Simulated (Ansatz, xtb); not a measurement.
## A geometry optimisation of CH3BN with r2SCAN-D4/def2-SVP

The starting geometry of this gas-phase doublet was built from a drawn formula by distance geometry and a force field; its bonds are those of `[CH2+][BH-]=[N]`.

```xyz
6

C     1.4928   -1.2952    1.8525
B     1.4282    0.2449    1.4361
N     1.8329    0.5730    0.1156
H     1.1983   -1.5273    2.9219
H     1.8529   -2.0426    1.1794
H     1.0613    1.0207    2.2164
```

Question: Where would you expect an optimisation with r2SCAN-D4/def2-SVP to take it?

Answer: It keeps its bonds, and is `[CH2+][BH-]=[N]`.

The energy falls by 0.19 eV over 7 steps:

| step | E − E(last) (eV) |
| --- | --- |
| 1 | 0.188 |
| 2 | 0.045 |
| 3 | 0.021 |
| 4 | 0.002 |
| 5 | 0.001 |
| 6 | 0.001 |
| 7 | 0.000 |

Final geometry (Å):

```yaml
atoms:
  - { symbol: C, position_ang: [1.4972, -1.2393, 1.8762] }
  - { symbol: B, position_ang: [1.4248, 0.2266, 1.4646] }
  - { symbol: N, position_ang: [1.8349, 0.5012, 0.1253] }
  - { symbol: H, position_ang: [1.2190, -1.6139, 2.8701] }
  - { symbol: H, position_ang: [1.8417, -2.0125, 1.1775] }
  - { symbol: H, position_ang: [1.0488, 1.1111, 2.2081] }
```

From the same start GFN2-xTB ends elsewhere, differing in C1–N3 (1.39 against 2.49 Å here).

No frequencies were run, so the end isn't proven a minimum. Open shells are spin-unrestricted. Run with Ansatz 0.2.0, 44 s on 1 thread of Intel(R) Xeon(R) 6975P-C (Granite Rapids), with other jobs on the host.
